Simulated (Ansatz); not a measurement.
The first iterations of a band of CH6BN (9 atoms, charge 0, multiplicity 1).

These are results of RKS PBE/def2-SVP in Ansatz, not measurements.

* movable images: 7
* climbing image: yes
* spring: 5.0 eV/Å²
* optimiser: quadratic models (default)
* start path: through a guess of the saddle point
* force threshold: 0.05 eV/Å
* iteration limit: 60
* end points: relaxed

First end point:

```xyz
9
Properties=species:S:1:pos:R:3
B -0.810 0.745 -0.895
N 0.123 0.492 0.112
C 0.566 -0.800 0.607
H -1.344 -0.196 -1.456
H -1.063 1.901 -1.181
H 0.568 1.285 0.581
H 0.051 -1.603 0.046
H 1.662 -0.939 0.481
H 0.336 -0.932 1.687
```

Last end point:

```xyz
9
Properties=species:S:1:pos:R:3
B -0.810 0.745 -0.895
N 0.122 0.491 0.113
C 0.566 -0.800 0.607
H -1.062 1.902 -1.180
H -1.342 -0.196 -1.458
H 0.565 1.285 0.584
H 0.050 -1.603 0.047
H 1.662 -0.939 0.478
H 0.338 -0.932 1.687
```

| iteration | highest image above the first end (eV) | largest band force component (eV/Å) |
| --- | --- | --- |
| 1 | 7.126 | 23.027 |
| 2 | 2.815 | 6.069 |
| 3 | 1.683 | 2.859 |
| 4 | 1.674 | 1.624 |

Task: Does the band converge within its limit, and where does its top end?

Result: It converged. It ended after 14 iterations with the highest image 1.601 eV above the first end. A vibrational analysis at the climbing image gives one clearly imaginary mode, 737i cm⁻¹: a first-order saddle point.

Time of the run: 78 s on 1 CPU thread of a shared host.
